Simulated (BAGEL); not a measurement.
# HF/6-31G(d) (density fitting with qzvpp-jkfit, spherical functions) run of [BH2F2]− (SMILES F[BH2-]F)

Aim: the vertical ionisation energy of [BH2F2]− at HF/6-31G* (density fitting with qzvpp-jkfit, spherical functions), from 2 runs. 

The results are computed with BAGEL 1.2.2.

**1. The structure to begin with**

[BH2F2]−: 5 atoms, total charge -1, spin state singlet. SMILES: `F[BH2-]F`. Geometry: relaxed at GFN2-xTB.

Bond lengths: F1–B2 1.425 Å, B2–F3 1.425 Å, B2–H4 1.225 Å, B2–H5 1.225 Å. Angles: F1–B2–F3 107.4°, F1–B2–H4 109.0°, F1–B2–H5 109.1°, F3–B2–H4 109.0°, F3–B2–H5 109.1°, H4–B2–H5 113.0°.

**2. A single-point energy at HF/6-31G(d) (density fitting with qzvpp-jkfit, spherical functions)**

File input.json:

```json
{ "bagel": [

{
  "title": "molecule",
  "basis": "6-31gs.json",
  "df_basis": "qzvpp-jkfit",
  "angstrom": "true",
  "geometry": [
    { "atom": "F", "xyz": [      -1.176970,       0.624500,       0.383180 ] },
    { "atom": "B", "xyz": [       0.033530,       0.014270,      -0.056090 ] },
    { "atom": "F", "xyz": [       0.407580,      -0.947330,       0.926670 ] },
    { "atom": "H", "xyz": [      -0.171950,      -0.560090,      -1.118950 ] },
    { "atom": "H", "xyz": [       0.907810,       0.868650,      -0.134810 ] }
  ]
},

{
  "title": "hf",
  "charge": -1
},

{
  "title": "print",
  "file": "orbitals.molden",
  "orbitals": "true"
}

]}
```

The basis set 6-31G* is read from a file made from the Basis Set Exchange's data (not shown).

The run is started by

```console
$ BAGEL_NUM_THREADS=1 BAGEL input.json > input.out
```

The log of the run:

```text
* using 1 threads per process

  ===============================================================
  ===============================================================

  *** Geometry ***

  { "atom" : "F", "xyz" : [     -2.224151,      1.180134,      0.724105 ] },
  { "atom" : "B", "xyz" : [      0.063363,      0.026966,     -0.105995 ] },
  { "atom" : "F", "xyz" : [      0.770215,     -1.790194,      1.751153 ] },
  { "atom" : "H", "xyz" : [     -0.324938,     -1.058417,     -2.114509 ] },
  { "atom" : "H", "xyz" : [      1.715512,      1.641511,     -0.254754 ] },

  Number of auxiliary basis functions:      265

  Since a DF basis is specified, we compute 2- and 3-index integrals:
    o Being stored without compression. Storage requirement is 0.004 GB

  Number of basis functions:       46
  Number of electrons      :       25

    * METHOD: MOLECULE                             0.09

  *** RHF ***

  === Nuclear Repulsion ===
    65.4733470900

      * DIIS with orbital gradients will be used.

  === RHF iteration (6-31gs.json) ===
      0       -224.62927259          0.03280382           0.02
      1       -224.76268812          0.01933562           0.01
      2       -224.81850986          0.00175880           0.01
      3       -224.81918675          0.00033374           0.01
      4       -224.81921144          0.00007444           0.01
      5       -224.81921329          0.00001415           0.01
      6       -224.81921336          0.00000215           0.02
      7       -224.81921336          0.00000037           0.01
      8       -224.81921336          0.00000011           0.01
      9       -224.81921336          0.00000001           0.02
     10       -224.81921336          0.00000000           0.01
    * SCF iteration converged.

    * Permanent dipole moment:
           (    0.223222,     0.092957,    -0.383332) a.u.

    * METHOD: HF                                   0.24

    * METHOD: PRINT                                0.00

  ===============================================================
```

It took 1.1 s on 1 thread of Intel Xeon Platinum 8375C at 2.90GHz (Ice Lake), shared host; peak memory 0.079 GiB.

**3. Doublet neutral BH2F2**

File calc.json:

```json
{ "bagel": [

{
  "title": "molecule",
  "basis": "6-31gs.json",
  "df_basis": "qzvpp-jkfit",
  "angstrom": true,
  "geometry": [
    { "atom": "F", "xyz": [   -1.176970,    0.624500,    0.383180 ] },
    { "atom": "B", "xyz": [    0.033530,    0.014270,   -0.056090 ] },
    { "atom": "F", "xyz": [    0.407580,   -0.947330,    0.926670 ] },
    { "atom": "H", "xyz": [   -0.171950,   -0.560090,   -1.118950 ] },
    { "atom": "H", "xyz": [    0.907810,    0.868650,   -0.134810 ] }
  ]
},
{
  "title": "uhf",
  "nopen": 1
},
{
  "title": "print",
  "file": "orbitals.molden",
  "orbitals": true
}

]}
```

The basis set 6-31G* is read from a file made from the Basis Set Exchange's data (not shown).

The run is started by

```console
$ BAGEL_NUM_THREADS=1 BAGEL calc.json > calc.out
```

The log of the run:

```text
* using 1 threads per process

  ===============================================================
  ===============================================================

  *** Geometry ***

  { "atom" : "F", "xyz" : [     -2.224151,      1.180134,      0.724105 ] },
  { "atom" : "B", "xyz" : [      0.063363,      0.026966,     -0.105995 ] },
  { "atom" : "F", "xyz" : [      0.770215,     -1.790194,      1.751153 ] },
  { "atom" : "H", "xyz" : [     -0.324938,     -1.058417,     -2.114509 ] },
  { "atom" : "H", "xyz" : [      1.715512,      1.641511,     -0.254754 ] },

  Number of auxiliary basis functions:      265

  Since a DF basis is specified, we compute 2- and 3-index integrals:
    o Being stored without compression. Storage requirement is 0.004 GB

  Number of basis functions:       46
  Number of electrons      :       25

    * METHOD: MOLECULE                             0.06

  *** Open-shell HF ***

  === Nuclear Repulsion ===
    65.4733470900

      * DIIS with orbital gradients will be used.

  === UHF iteration (6-31gs.json) ===
      0       -224.47090989          0.07046390           0.02
      1       -224.59636975          0.04806508           0.02
      2       -224.64526232          0.03062978           0.02
      3       -224.67863632          0.00123030           0.02
      4       -224.67907775          0.00034175           0.02
      5       -224.67914315          0.00018519           0.02
      6       -224.67916660          0.00005799           0.02
      7       -224.67916807          0.00002233           0.02
      8       -224.67916837          0.00000802           0.02
      9       -224.67916844          0.00000529           0.02
     10       -224.67916846          0.00000409           0.02
     11       -224.67916847          0.00000282           0.02
     12       -224.67916848          0.00000187           0.02
     13       -224.67916848          0.00000108           0.02
     14       -224.67916848          0.00000045           0.02
     15       -224.67916848          0.00000020           0.02
     16       -224.67916848          0.00000010           0.02
     17       -224.67916848          0.00000007           0.02
     18       -224.67916848          0.00000003           0.02
     19       -224.67916848          0.00000002           0.02
     20       -224.67916848          0.00000002           0.02
     21       -224.67916848          0.00000002           0.02
     22       -224.67916848          0.00000001           0.02
     23       -224.67916848          0.00000001           0.02
    * SCF iteration converged.

    * S^2 (UHF) is 0.7757

    * Permanent dipole moment:
           (   -0.552758,    -0.229341,     0.947794) a.u.

    * METHOD: UHF                                  0.54

    * METHOD: PRINT                                0.00

  ===============================================================
```

Wall time 1.1 s (1 thread of Intel Xeon Platinum 8375C at 2.90GHz (Ice Lake), shared host); peak memory 0.079 GiB.

**4. Results**

At HF/6-31G* (density fitting with qzvpp-jkfit, spherical functions):

| quantity | value |
| --- | --- |
| singlet [BH2F2]−: total energy | -224.81921 Eh |
| singlet [BH2F2]−: HOMO energy | -4.66 eV |
| singlet [BH2F2]−: LUMO energy | 14.78 eV |
| singlet [BH2F2]−: HOMO–LUMO gap (to an unbound level, set by the basis) | 19.44 eV |
| doublet neutral BH2F2: total energy | -224.67917 Eh |
| doublet neutral BH2F2: dipole moment | 2.85 D |
| doublet neutral BH2F2: ⟨S²⟩ | 0.776 |
| vertical detachment energy (to the doublet neutral) | 3.811 eV |

**Reading.** Removing an electron at fixed nuclei costs 3.81 eV (368 kJ/mol). −ε(HOMO) before ionisation, 4.66 eV, is 0.85 eV above this ionisation energy.
